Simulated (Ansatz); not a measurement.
Li2SrSiO4 (P3₁21, No. 152; cell taken from a computed entry) was calculated with LDA (Ansatz, a first-principles code, PAW).

Settings: plane-wave cutoff 520 eV, 12×12×4 k mesh (along the axes of the cell as run), Fermi–Dirac smearing 0.01 eV, scalar-relativistic PAW data made under PBE.

Cell (relaxed with PBEsol):

```yaml
crystal:
  lattice:
    - [5.00458, 0.00000, 0.00000]
    - [-2.50229, 4.33410, 0.00000]
    - [0.00000, 0.00000, 12.40159]
  atoms:
    - { symbol: Li, position: [0.66438, 0.59111, 0.74565] }
    - { symbol: Li, position: [0.40889, 0.07327, 0.07898] }
    - { symbol: Li, position: [0.92673, 0.33562, 0.41231] }
    - { symbol: Li, position: [0.59111, 0.66438, 0.25435] }
    - { symbol: Li, position: [0.07327, 0.40889, 0.92102] }
    - { symbol: Li, position: [0.33562, 0.92673, 0.58769] }
    - { symbol: Sr, position: [0.41979, 0.00000, 0.83333] }
    - { symbol: Sr, position: [0.00000, 0.41979, 0.16667] }
    - { symbol: Sr, position: [0.58021, 0.58021, 0.50000] }
    - { symbol: Si, position: [0.27773, 0.00000, 0.33333] }
    - { symbol: Si, position: [0.00000, 0.27773, 0.66667] }
    - { symbol: Si, position: [0.72227, 0.72227, 0.00000] }
    - { symbol: O, position: [0.54863, 0.51302, 0.10719] }
    - { symbol: O, position: [0.48698, 0.03561, 0.44052] }
    - { symbol: O, position: [0.96439, 0.45137, 0.77385] }
    - { symbol: O, position: [0.51302, 0.54863, 0.89281] }
    - { symbol: O, position: [0.03561, 0.48698, 0.55948] }
    - { symbol: O, position: [0.45137, 0.96439, 0.22615] }
    - { symbol: O, position: [0.07028, 0.76156, 0.99623] }
    - { symbol: O, position: [0.23844, 0.30872, 0.32956] }
    - { symbol: O, position: [0.69128, 0.92972, 0.66290] }
    - { symbol: O, position: [0.76156, 0.07028, 0.00377] }
    - { symbol: O, position: [0.30872, 0.23844, 0.67044] }
    - { symbol: O, position: [0.92972, 0.69128, 0.33710] }
```

Predict the band gap and smallest direct gap on the k points sampled.


* **band gap**: 4.66 eV
* **smallest direct gap on the k points sampled**: 4.89 eV

Note: cell and atoms aren't relaxed at this level (largest force component 0.19 eV/Å, pressure -4.5 GPa).

Spin–orbit coupling is not included.

The computed numbers hold no vibrational or temperature effects.

Cost on a shared machine: about 8 core-minutes (a rough figure).
